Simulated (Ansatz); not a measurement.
Counterpoise correction, worked out

The pair of CH4 (SMILES C, atoms 1–5) and Cl2 (SMILES ClCl, atoms 6–7), both closed shells, in one local arrangement (a lower one may exist), relaxed at PBE0-D4/def2-TZVP:

C1  (0.138, 0.128, -1.053)
H2  (0.757, -0.735, -0.810)
H3  (0.041, 0.214, -2.135)
H4  (0.604, 1.030, -0.656)
H5  (-0.848, 0.004, -0.607)
Cl6  (0.634, -0.188, 2.690)
Cl7  (-1.326, -0.453, 2.570)
(Å)

Program: Ansatz 0.2.0. Basis: def2-TZVPPD. Cores are frozen in the correlated methods.

CCSD(T) total energies in eV:

| system | geometry | basis functions | energy |
| --- | --- | --- | --- |
| pair | pair | all | -26119.09489 |
| CH4 | as in the pair | all (partner as ghosts) | -1100.41459 |
| Cl2 | as in the pair | all (partner as ghosts) | -25018.65531 |
| CH4 | as in the pair | its own | -1100.41233 |
| Cl2 | as in the pair | its own | -25018.63896 |
| CH4 | free (PBE0-D4 minimum) | its own | -1100.41235 |
| Cl2 | free (PBE0-D4 minimum) | its own | -25018.63946 |

Question: Work out the interaction energy with and without the counterpoise correction, the superposition error, and the binding energy from the relaxed fragments.

Answer: Without correction: -26119.09489 − (-1100.41233) − (-25018.63896) = -0.04360 eV.
With correction (each fragment in the whole basis): -26119.09489 − (-1100.41459) − (-25018.65531) = -0.02499 eV = -0.58 kcal/mol.
The superposition error is the difference, 0.01861 eV, 43 % of the uncorrected value: each fragment borrows its partner's functions.
Deformation from the free shapes: 0.00002 eV for CH4 and 0.00050 eV for Cl2.
Binding energy from relaxed fragments: -0.02499 + 0.00002 + 0.00050 = -0.02447 eV = -0.56 kcal/mol (electronic, without zero-point energy; negative means bound). For comparison, the corrected interaction energy by CCSD(T) at an estimated basis limit (MP2 extrapolated from triple and quadruple zeta, plus CCSD(T) − MP2 in triple zeta) is -0.032 eV; triple zeta with the correction binds less.

No T1 diagnostic of these runs exceeds 0.009.

For scale, one of the runs: CCSD(T)/def2-TZVPPD, 207 basis functions, launched by `ansatz run in.yaml --threads 2 --pin off --events-out ev --progress --plain --max-ram 5222MiB`. Hardware: 2 CPU threads of an Arm Neoverse V1, shared host. Wall time 66 s; peak host memory 2.6 GiB.
